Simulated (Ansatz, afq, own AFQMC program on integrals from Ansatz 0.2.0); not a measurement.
**Where AFQMC and coupled cluster stand for C₂H₅, doublet**

```tsv
atom	x (Å)	y (Å)	z (Å)
C	0.0000	-0.0046	0.8670
C	0.0000	0.0016	-0.9370
H	0.0000	-1.0172	1.2734
H	0.8752	0.5171	1.2765
H	-0.8752	0.5171	1.2765
H	0.0000	-0.9165	-1.5088
H	0.0000	0.9358	-1.4844
```

Basis 6-31G. Noble-gas cores (and the filled d shells of Ga–Kr and In–Xe) are frozen. AFQMC by an in-house program on the Cholesky factors that Ansatz 0.2.0 writes for its CCSD(T) run. ph-AFQMC/CISD is guided by a CISD state made of CCSD amplitudes; releasing the constraint for a short imaginary time cuts its bias at the price of noise, slowly where states lie close. Error bars are statistical, one sigma.

Determinant: UHF, the one that the program's search chose, which needn't be the lowest solution. The geometry is a point of a scan.

No full CI on the walks' own integrals is used here; CCSDT(Q) serves as the reference and is uncertain by about the last step of the cluster series.

The T1 diagnostic is 0.0109, the weight of the determinant in the CISD state is 0.901 and the ⟨S²⟩ of the determinant is 0.781. The size of the correlated space is 13 electrons in 26 orbitals.

| level | correlation energy (eV) |
| --- | --- |
| MP2 | -4.5625 |
| CCSD | -5.4773 |
| CCSD(T) | -5.5865 |

(1) Estimate where AFQMC with the constraint released lies against CCSD(T) on the same integrals.

(1) 0.79 ± 0.40 mEh below CCSD(T). The gap is under twice the noise, so this walk alone can't tell the two apart.

Reference: CCSDT(Q), correlation energy -5.609 eV. The released energy is read at 2.40 1/Eh (meV from the phaseless value at times in 1/Eh: 3 ± 12 at 0.24, 4 ± 11 at 0.51, 8 ± 9 at 0.99, 5 ± 10 at 1.62, 1 ± 11 at 2.40).

```csv
level,E − E(reference) (mEh),share of correlation (%)
CCSD(T),0.82,99.60
CCSDT,0.24,99.89
ph-AFQMC/CISD,-0.01 ± 0.40,100.01
released AFQMC,0.03 ± 0.40,99.98
```

A walk keeps the symmetry of its determinant, which the program's search chose and which needn't be the lowest solution, so a lower state of the same spin and another symmetry isn't excluded. Released energies are given only where the last usable release times agree within the noise; a slower fall can still hide under it.
